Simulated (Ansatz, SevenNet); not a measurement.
# fcc Ca, cohesive energy

Reference value: 1.86 eV/atom (measured, finite-temperature (and zero-point) corrections as in the cited sets; as tabulated in Jana et al. (2018), arXiv:1807.00350).

**Question.** What do SevenNet-0, LDA, PBE, r²SCAN+rVV10, r²SCAN0 give, and how far is each from the reference?

**Answer.** 
```json
[
 {"level (code)": "SevenNet-0", "value (eV/atom)": "1.57", "cell (Å³/atom)": "42.15", "error (eV/atom)": "-0.29"},
 {"level (code)": "LDA (Ansatz)", "value (eV/atom)": "2.20", "cell (Å³/atom)": "38.01", "error (eV/atom)": "+0.34"},
 {"level (code)": "PBE (Ansatz)", "value (eV/atom)": "1.91", "cell (Å³/atom)": "42.20", "error (eV/atom)": "+0.05"},
 {"level (code)": "r²SCAN+rVV10 (Ansatz)", "value (eV/atom)": "2.21", "cell (Å³/atom)": "42.67", "error (eV/atom)": "+0.35"},
 {"level (code)": "r²SCAN0 (Ansatz)", "value (eV/atom)": "1.90", "cell (Å³/atom)": "44.04", "error (eV/atom)": "+0.04"}
]
```

Leaving aside SevenNet-0 (doubt noted below): Once the reference is moved by up to 0.03 eV/atom (a margin picked here for doubts on the reference and the settings) and values within 0.03 eV/atom count as equal, the nearest can be r²SCAN0 (+0.04 eV/atom) or PBE (+0.05 eV/atom). By the same margin the farthest can be r²SCAN+rVV10 (+0.35 eV/atom) or LDA (+0.34 eV/atom). Within 0.2 eV/atom: PBE, r²SCAN0. All 4 levels lie above the reference.

Free atoms are spin-polarised, in the lowest state found; at levels without +SOC their spin–orbit coupling is left out.  SevenNet-0: free atoms can lie outside what these potentials were trained on. Each level is taken at its own relaxed cell. Cutoffs and k meshes differ between the levels. Ansatz's density-functional and Hartree–Fock values are scalar-relativistic unless marked +SOC, with PAW data made under PBE.

Machine-learned potentials (SevenNet-0) are trained on DFT data: a solid inside that data is no test of them.

Differences are worked out from the printed values.

Ansatz is a first-principles code.
